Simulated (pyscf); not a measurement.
Structures and frequencies: ωB97X-D3(BJ)/def2-SVP in PySCF.

**Question.** Estimate the classical barrier height and the reaction energy of H₃Sn–SnH₃ + water (H₂O) → HO–SnH₃ + SnH₄ at ωB97M-D3(BJ)/def2-TZVP. The step runs on the singlet surface, breaks Sn–Sn, H–O and forms O–Sn, H–Sn; take the separated reactants as zero.

**Answer.** ΔE‡ = 37.2 kcal/mol, ΔE = +10.7 kcal/mol. Zero-point energy shifts the barrier by -1.6 kcal/mol. It is a four-centre exchange, with an imaginary mode of 880i cm⁻¹. On the reactant side the descent ends in a complex (not fully relaxed), 5.1 kcal/mol under the separated species and 47.0 kcal/mol under the saddle at ωB97X-D3(BJ)/def2-TZVP. At ωB97X-D3(BJ)/def2-TZVP the barrier from the zero used here is 41.9 kcal/mol. One saddle was located; it need not be the lowest between these sides. Elements past Kr carry the def2 core potentials, without spin-orbit coupling.
